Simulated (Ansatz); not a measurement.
Reaction (formal hydrolysis of a C–S bond): `CSC(C)S` + H₂O → `CC(O)S` + CH₃SH

Program: Ansatz. Geometries: PBE0-D4/def2-TZVP. ΔE: electronic, gas phase. CCSD(T)/CBS is the MP2 limit (def2-TZVPP, def2-QZVPP) plus CCSD(T) − MP2 in def2-TZVPP, frozen cores. This one scheme is used for every species. One conformer a species, not always the lowest.

| species | SCS-MP2/def2-QZVPP energy (Eh) |
| --- | --- |
| `CSC(C)S` | -914.37264 |
| H₂O | -76.34808 |
| `CC(O)S` | -552.53864 |
| CH₃SH | -438.16463 |

Q: Work out ΔE.

A: ΔE = (-552.53864) + (-438.16463) − (-914.37264) − (-76.34808) = 0.01745 Eh = +45.8 kJ/mol. CCSD(T)/CBS gives +45.6 kJ/mol.

Largest T1 diagnostic among the species: 0.010.

In def2-TZVPP, CCSD(T) changes the Hartree–Fock value by +23.9 kJ/mol (the triples alone add +4.3 kJ/mol) and MP2 by +36.8 kJ/mol. The D4 term adds +12.6 kJ/mol with B3LYP and +7.0 kJ/mol with PBE0; it sums over pairs of atoms, weighted by their polarisabilities, and B3LYP, whose exchange is more repulsive, gets the larger term.

B3LYP here is the variant with VWN-RPA as its local correlation; programs differ in this.
